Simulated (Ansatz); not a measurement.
Basis-set series for C2H4O2S (`O=COCS`). Charge 0, multiplicity 1. The structure was optimised at the PBE0-D4/def2-TZVP level. It is one conformer, not always the lowest.

```xyz
9

O     1.2171    0.8287   -1.5992
C     0.8773   -0.2933   -1.3648
O     0.1681   -0.6873   -0.3056
C    -0.1978    0.3598    0.6003
S    -0.8903   -0.3216    2.0958
H     1.1039   -1.1675   -1.9920
H     0.6892    0.9263    0.8868
H    -0.8950    1.0366    0.1075
H    -2.0725   -0.6817    1.5712
```

```csv
functional,basis,functions,energy (Eh),HOMO (eV),LUMO (eV)
PBE0-D4,def2-SVP,94,-626.56958,-7.36,0.11
PBE0-D4,def2-TZVPP,222,-626.97532,-7.51,-0.16
ωB97M-V,def2-SVP,94,-626.85146,-9.58,2.54
ωB97M-V,def2-TZVPP,222,-627.26460,-9.75,1.97
```

**Question.** Give the rows for def2-QZVPP. (An estimate is asked.)

**Answer.** Computed: 
| functional | basis | functions | energy (Eh) | HOMO (eV) | LUMO (eV) |
| --- | --- | --- | --- | --- | --- |
| PBE0-D4 | def2-QZVPP | 418 | -626.99993 | -7.55 | -0.25 |
| ωB97M-V | def2-QZVPP | 418 | -627.28823 | -9.80 | 1.47 |

Positive LUMOs are unbound and depend on the basis.
